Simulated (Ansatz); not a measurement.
CCl4. The species carries charge 0 and has multiplicity 1. All single points use the PBE0-D4/def2-TZVP geometry.

```xyz
5

C     0.000    0.000    0.000
Cl   -1.556    0.443   -0.699
Cl    0.653    1.371    0.896
Cl   -0.214   -1.367    1.092
Cl    1.118   -0.446   -1.288
```

**Question.** What is the dipole moment at r2SCAN/def2-TZVPP? (Estimate.)

**Answer.** The calculation gave: 0.00 D, zero by symmetry or nearly so.

**Question.** Give the Mulliken charges with r2SCAN, PBE, ωB97M-V in def2-TZVPP. (Estimate.)

**Answer.** Computed: 
```tsv
atom	r2SCAN	PBE	ωB97M-V
C1	0.16	0.09	-0.02
Cl2	-0.04	-0.02	0.00
Cl3	-0.04	-0.02	0.00
Cl4	-0.04	-0.02	0.00
Cl5	-0.04	-0.02	0.00
```
